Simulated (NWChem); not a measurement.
**Basis-set convergence for hydrogen chloride (HCl)**

SMILES: Cl
```xyz
2

Cl     0.0000     0.0000     0.0714
H      0.0000     0.0000    -1.2138
```
Charge 0, spin multiplicity 1.

All runs are NWChem calculations. The geometry was optimised at PBE0/def2-SVP, a minimum by its harmonic frequencies.

Quantity: dipole moment at the level PBE.

The Pople sets run with spherical d functions.

```tsv
basis	functions	dipole moment (D)
3-21G	15	1.78
pcseg-1	23	1.43
6-31+G*	24	1.52
6-311G**	32	1.42
aug-pcseg-1	36	1.14
def2-TZVP	43	(withheld)
def2-TZVPD	55	1.08
def2-TZVPP	56	(withheld)
aug-cc-pVTZ	73	(withheld)
def2-QZVP	100	1.13
```

**Question.** Complete the blanks.

**Answer.** 
- def2-TZVP, dipole moment (D): 1.23
- def2-TZVPP, dipole moment (D): 1.18
- aug-cc-pVTZ, dipole moment (D): 1.10
